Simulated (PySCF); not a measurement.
# PHF3+: magnetic properties

Programs: PySCF 2.14.0, with routines of our own; each step states its level. All values are computed. Atoms count from 0.

### Step 1. The system as given

5 atoms, charge 1, multiplicity 1; geometry from: GFN2-xTB.

### Step 2. Optimising the geometry at PBE0-D3(BJ)/def2-SVP

The job: settings as JSON, then the geometry in Å.

```
{"job": {"xc": "PBE0", "basis": "def2-SVP", "d3": "d3bj", "grid": 1, "kind": "geom"}, "charge": 1, "multiplicity": 1}
F     -0.387994     1.293087    -0.615168
P     -0.013940     0.002370     0.103998
F     -0.796500    -1.067340    -0.648236
F      1.429599    -0.243829    -0.318898
H     -0.222542     0.018564     1.461118
```

The run is started by

```
OMP_NUM_THREADS=1 python excited_run.py task.json out
```

The driver reads the jobs from task.json and runs them one after another.

Q: Estimate the wall time and peak memory of this first job on 1 thread of Intel Xeon Platinum 8488C, shared host.

About 7 s, with a peak of 0.34 GiB.
